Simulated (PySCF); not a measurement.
Gas-phase reaction: 2 SiHF2 + H2 = 2 SiH2F2

Computed with PySCF (xtb for GFN2) and rigid-rotor harmonic-oscillator thermochemistry at 1 bar. † marks an energy on the PBE0/def2-TZVP geometry and frequencies; other levels use their own. CCSD(T) freezes the core. 6-31G* has spherical d functions here. Open shells (unrestricted): SiHF2 (multiplicity 2); the rest are closed-shell singlets. GFN2 has no spin-polarisation term. SiHF2: computed as isolated molecules; such fragments, hydroxides, amides, oligomers or adducts are transient or little studied in the gas. CCSD(T) isn't extrapolated to the basis-set limit; its ΔH°(298 K) is -375.6 kJ in def2-SVP and -374.4 kJ in def2-TZVPP. The harmonic model lacks anharmonicity and excited electronic states, which grow with temperature; levels with a mode under 35 cm⁻¹ are left out.

ΔH° and ΔS° at 298 K: CCSD(T)/def2-SVP† -376 kJ, -150 J/K; CCSD(T)/def2-TZVPP† -374 kJ, -150 J/K; GFN2-xTB -487 kJ, -147 J/K; HF/6-31G* -336 kJ, -150 J/K; HF/def2-TZVP† -317 kJ, -150 J/K; M06-2X/def2-TZVP† -356 kJ, -150 J/K.

Question: With the heat capacities included, give log10 K (1 bar) at 600, 1000, 1200, 1600, 2500 K from CCSD(T)/def2-SVP†, CCSD(T)/def2-TZVPP†, GFN2-xTB, HF/6-31G*, HF/def2-TZVP†, M06-2X/def2-TZVP†.

Answer: 
```csv
T (K),CCSD(T)/def2-SVP†,CCSD(T)/def2-TZVPP†,GFN2-xTB,HF/6-31G*,HF/def2-TZVP†,M06-2X/def2-TZVP†
600,24.7,24.6,34.6,21.2,19.6,23.0
1000,11.5,11.4,17.6,9.4,8.4,10.5
1200,8.2,8.2,13.3,6.4,5.7,7.3
1600,4.1,4.1,8.0,2.7,2.2,3.5
2500,-0.2,-0.3,2.4,-1.2,-1.4,-0.6
```
